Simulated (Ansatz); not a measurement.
Process, species as SMILES: C=C (C2H4) [ethene] -> [CH]=C (C2H3) + H atom (the C-H bond breaks)

Wanted: bond dissociation energy (enthalpy at 298 K), in kcal/mol. Terms: open shells spin-unrestricted; six Cartesian d functions in 6-31G* and its kin unless marked 5d; LANL2DZ all-electron up to Ne; 6-311+G** with 5d; non-relativistic; spin-orbit terms left out. First-principles rows: single points at B3LYP-D3(BJ) geometries (Ansatz, a program for electronic structure), with unscaled harmonic terms from B3LYP/6-31G* at its own minima. A UHF reference is markedly spin-contaminated in at least one set, which strains HF and MP2.

Measured values: Active Thermochemical Tables 1.112 (ions: stationary electron), as tabulated in the package chemicals; G2/97 table in ASE (Curtiss et al.); they hold spin-orbit and core effects, anharmonicity. 

Value to compare with, the measured value: 111.1 kcal/mol.

| level | program | bond dissociation energy (enthalpy at 298 K) (kcal/mol) | error |
|---|---|---|---|
| HF/STO-3G | Ansatz | 102.1 | -9.0 |
| HF/3-21G | Ansatz | 82.0 | -29.1 |
| HF/LANL2DZ | Ansatz | 82.4 | -28.7 |
| HF/6-31G* | Ansatz | 82.8 | -28.3 |
| HF/6-311+G** | Ansatz | 82.9 | -28.2 |

0 of the 5 habitual levels lie above the measured value; their mean absolute error is 24.7 kcal/mol, the median 28.3.

The sets are all those run for this method; runs whose electronic state is in doubt are left out.
